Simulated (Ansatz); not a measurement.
# CH4BN (SMILES B1CN1): single points off equilibrium

A test off equilibrium: a structure displaced at random from a GFN2-xTB minimum is computed at several levels, and each is set against CCSD(T).

Program: Ansatz 0.2.0, Gaussian basis. Level of theory: single points in def2-TZVPP. These are calculated values, not measurements.

Correlated methods freeze the cores.

## 1. Where the work starts

7 atoms, charge 0, spin multiplicity 1.

Atoms are counted from 1 here; the program's logs count them from 0.

Bond lengths: B1–C2 1.669 Å, B1–N3 1.240 Å, B1–H4 1.257 Å, C2–N3 1.527 Å, C2–H5 1.054 Å, C2–H6 1.062 Å, N3–H7 1.086 Å. Angles: C2–B1–N3 61.3°, C2–B1–H4 136.0°, N3–B1–H4 161.1°, B1–C2–N3 45.4°, B1–C2–H5 129.2°, B1–C2–H6 115.5°, N3–C2–H5 111.2°, N3–C2–H6 107.2°, H5–C2–H6 114.7°, B1–N3–C2 73.3°, B1–N3–H7 149.6°, C2–N3–H7 136.2°.

As a file:

```
B    -0.6894   -0.5191   -0.4051
C     0.1684    0.7909    0.1717
N     0.5033   -0.6737   -0.1025
H    -1.8955   -0.7714   -0.6552
H     0.8255    1.4353   -0.3429
H     0.1561    0.9182    1.2260
H     1.3437   -1.3344    0.0865
```

## 2. CCSD(T)/def2-TZVPP

The input, run/in.yaml:

```yaml
crystal:
  periodic: [false, false, false]
  atoms:
    - {symbol: B, position_ang: [-0.689400, -0.519100, -0.405100]}
    - {symbol: C, position_ang: [0.168400, 0.790900, 0.171700]}
    - {symbol: N, position_ang: [0.503300, -0.673700, -0.102500]}
    - {symbol: H, position_ang: [-1.895500, -0.771400, -0.655200]}
    - {symbol: H, position_ang: [0.825500, 1.435300, -0.342900]}
    - {symbol: H, position_ang: [0.156100, 0.918200, 1.226000]}
    - {symbol: H, position_ang: [1.343700, -1.334400, 0.086500]}
basis:
  gaussian: {orbitals: def2-TZVPP}
correlation: {method: ccsd_t}
output: {forces: true}
```

No record of the launch command was kept for these runs.

## 3. PBE0-D4/def2-TZVPP

Edit run/in.yaml of step 2 so:

```diff
@@ -12,3 +12,3 @@
   gaussian: {orbitals: def2-TZVPP}
-correlation: {method: ccsd_t}
-output: {forces: true}
+hamiltonian: {xc: pbe0, dispersion: d4}
+output: {forces: true, orbitals: {seedname: orbitals}}
```

## 4. wB97M-V/def2-TZVPP

Edit run/in.yaml of step 3 so:

```diff
@@ -12,3 +12,3 @@
   gaussian: {orbitals: def2-TZVPP}
-hamiltonian: {xc: pbe0, dispersion: d4}
-output: {forces: true, orbitals: {seedname: orbitals}}
+hamiltonian: {xc: {name: wB97M-V}}
+output: {forces: true}
```

## 5. r2SCAN-D4/def2-TZVPP

Edit run/in.yaml of step 4 so:

```diff
@@ -12,3 +12,3 @@
   gaussian: {orbitals: def2-TZVPP}
-hamiltonian: {xc: {name: wB97M-V}}
+hamiltonian: {xc: r2scan, dispersion: d4}
 output: {forces: true}
```

## 6. PBE-D4/def2-TZVPP

Edit run/in.yaml of step 5 so:

```diff
@@ -12,3 +12,3 @@
   gaussian: {orbitals: def2-TZVPP}
-hamiltonian: {xc: r2scan, dispersion: d4}
+hamiltonian: {xc: pbe, dispersion: d4}
 output: {forces: true}
```

## 7. BLYP-D4/def2-TZVPP

Edit run/in.yaml of step 6 so:

```diff
@@ -12,3 +12,3 @@
   gaussian: {orbitals: def2-TZVPP}
-hamiltonian: {xc: pbe, dispersion: d4}
+hamiltonian: {xc: {name: BLYP}, dispersion: d4}
 output: {forces: true}
```

## 8. BHLYP-D4/def2-TZVPP

Edit run/in.yaml of step 7 so:

```diff
@@ -12,3 +12,3 @@
   gaussian: {orbitals: def2-TZVPP}
-hamiltonian: {xc: {name: BLYP}, dispersion: d4}
+hamiltonian: {xc: {name: BHLYP}, dispersion: d4}
 output: {forces: true}
```

(Steps that only read results are left out.)

Q: Predict the outcome of this session. Wanted: energy less free atoms, CCSD(T)/def2-TZVPP; RMS force component; RMS force error; HOMO and LUMO, PBE0-D4; T1 diagnostic.

The runs gave:

| quantity | value |
| --- | --- |
| energy less free atoms, CCSD(T)/def2-TZVPP | -2441.4 kJ/mol |
| RMS force component | 2.718 to 2.950 eV/Å over the methods |
| RMS force error | PBE0-D4 0.277, wB97M-V 0.201, r2SCAN-D4 0.214, PBE-D4 0.237, BLYP-D4 0.226, BHLYP-D4 0.363 eV/Å |
| HOMO and LUMO, PBE0-D4 | -7.17 and 0.49 eV |
| T1 diagnostic | 0.012 |

What this shows: Against CCSD(T) the functionals' energies less atoms differ by -174.0 to -17.6 kJ/mol, PBE-D4 by -174.0 kJ/mol. CCSD(T) in triple zeta still lacks some correlation energy of the bonds, so part of these gaps is its own basis error and they don't rank the functionals. The forces of wB97M-V come nearest to CCSD(T), those of BHLYP-D4 are farthest. Frozen-core CCSD(T) forces in triple zeta carry basis errors of their own, and this is one geometry, so small gaps rank nothing.
